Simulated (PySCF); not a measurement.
## Frontier levels across methods

Species: C₄H₃NO.
Numbering: `[CH2:1]=[CH:2][C:3](=[O:4])[C:5]#[N:6]` (hydrogens: H7, H8 on C1; H9 on C2)

Structure used (PBE0-D3(BJ)/def2-SVP), in Å, numbered top down from 1:
```xyz
9
C4H3NO angstrom
C     -1.637    0.097   -0.027
C     -0.385   -0.170   -0.413
C      0.751    0.173    0.470
O      0.657    0.704    1.549
C      2.085   -0.187   -0.057
N      3.133   -0.467   -0.462
H     -1.818    0.570    0.943
H     -2.495   -0.146   -0.658
H     -0.158   -0.643   -1.373
```

Basis pcSseg-2 throughout (PySCF), one geometry. One conformer (not necessarily the lowest) at the PBE0-D3(BJ)/def2-SVP geometry, without solvent, vibrations or thermal averaging.

Task: How do the orbital energies, the gap and the dipole change with the method?

Result: 
```tsv
method	kind	HOMO (eV)	LUMO (eV)	gap (eV)	μ (D)	SCF cycles
B97-D	GGA	-7.15	-4.10	3.05	4.25	17
KT3	GGA	-7.31	-4.12	3.18	4.21	17
KT2	GGA	-7.32	-4.14	3.19	4.22	18
B97-2	global hybrid	-8.54	-3.32	5.22	4.31	15
B3LYP	global hybrid	-8.59	-3.48	5.11	4.32	16
PBE0	global hybrid	-8.85	-3.27	5.58	4.32	16
mPW1PW91	global hybrid	-8.89	-3.28	5.60	4.32	16
BHandHLYP	global hybrid	-10.04	-2.20	7.84	4.46	15
CAM-B3LYP	range-separated hybrid	-10.37	-2.15	8.23	4.35	15
wB97X-D	range-separated hybrid	-10.80	-1.47	9.32	4.32	15
LC-wPBE	range-separated hybrid	-11.71	-1.02	10.69	4.30	15
```

The HOMO spans 4.56 eV, from B97-D down to LC-wPBE, and the gap runs from 3.05 eV (B97-D) to 10.69 eV (LC-wPBE). Over the methods B97-D (0 %), KT3 (0 %), KT2 (0 %), B97-2 (21 %), B3LYP (20 %), PBE0 (25 %), mPW1PW91 (25 %), BHandHLYP (50 %), a straight line through the gap against the share of exact exchange rises by 0.95 eV for each 10 % (correlation coefficient 0.999). The dipole ranges from 4.21 D (KT3) to 4.46 D (BHandHLYP). This basis has no diffuse functions.

The vertical ΔSCF ionisation energy at B3LYP/def2-SVPD is 10.99 eV; −ε(HOMO) comes closest to it with wB97X-D (10.80 eV).
